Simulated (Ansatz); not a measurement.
Reaction (isomerisation): `COCC#N` → `C=C(O)C=N`

Isolated molecules relaxed with PBE0-D4/def2-TZVP in Ansatz; ΔE leaves out vibrations. CCSD(T)/CBS adds triple-zeta CCSD(T) − MP2 to the extrapolated MP2 energy (def2 sets, frozen cores). This one scheme is used for every species. DFT in def2-TZVPP. HSE06 is defined as in plane-wave codes. One conformer a species, not always the lowest.

`COCC#N`:

```xyz
10

C    -1.246   -0.165   -0.530
O    -0.452   -0.776    0.463
C     0.637    0.000    0.851
C     1.625    0.180   -0.223
N     2.385    0.323   -1.074
H    -1.638    0.800   -0.183
H    -2.078   -0.840   -0.727
H    -0.681   -0.009   -1.456
H     0.327    0.998    1.194
H     1.122   -0.510    1.686
```

`C=C(O)C=N`:

Cartesian coordinates in Å:
```
C 1.177 0.761 -0.933
C 0.442 -0.152 -0.295
O 0.702 -1.466 -0.316
C -0.733 0.224 0.494
N -1.379 -0.704 1.069
H 0.902 1.804 -0.868
H 2.046 0.486 -1.516
H 0.005 -1.875 0.231
H -0.983 1.287 0.539
H -2.179 -0.366 1.596
```

Problem. Is it downhill or uphill in electronic energy at CCSD(T)/CBS, and by how much? (Estimate.)

Solution. Ansatz gave: Downhill: ΔE = -6.0 kcal/mol.

Problem. What do these levels give: PBE-D4, r2SCAN0-D4, HSE06-D4, ωB97M-V, BLYP, r2SCANh, HSE06, CCSD/def2-SVP, HF/def2-TZVPP, MP2/def2-TZVPP, SCS-MP2/def2-TZVPP, HF/CBS(def2)? (An estimate is asked.)

Solution. The calculation gave: PBE-D4 -11.7, r2SCAN0-D4 -9.4, HSE06-D4 -10.2, ωB97M-V -6.0, BLYP -8.1, r2SCANh -10.0, HSE06 -9.9, CCSD/def2-SVP -0.9, HF/def2-TZVPP 0.8, MP2/def2-TZVPP -2.8, SCS-MP2/def2-TZVPP -0.5, HF/CBS(def2) 0.4 kcal/mol.

Largest T1 diagnostic among the species: 0.013.

In def2-TZVPP, CCSD(T) changes the Hartree–Fock value by −4.9 kcal/mol (the triples alone add −1.4 kcal/mol) and MP2 by −3.6 kcal/mol. From PBE to PBE0 (25 % exact exchange), in def2-TZVPP and without D4, ΔE moves by +1.6 kcal/mol.
